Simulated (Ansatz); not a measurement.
The reference is BaO in the rock salt structure (space group Fm-3m, No. 225; a = 5.574 Å).

The values are results of PBE in Ansatz (plane waves to 420 eV, PAW, no SOC), not measurements.

It is then changed as follows: Mg takes the place of Ba on all its sites; the structure is relaxed again.

Measured lattice parameter a: BaO 5.54 Å (room temperature; as listed in Juan A. Santana et al., The Journal of Chemical Physics (2016)); MgO 4.189 Å (static lattice; corrected from measurement; as listed in Daniel Mejia-Rodriguez, S. B. Trickey, Phys. Rev. B (2018)).

Question: How well does PBE reproduce the measured shift?

Answer: With PBE the lattice parameter a moves by -1.320 Å (5.574 → 4.254) against -1.351 Å measured. The two measured values stand on different bases (one corrected, one not), which blurs small differences.

No phonon test of stability was made.

Ansatz is a quantum-chemistry and plane-wave program.
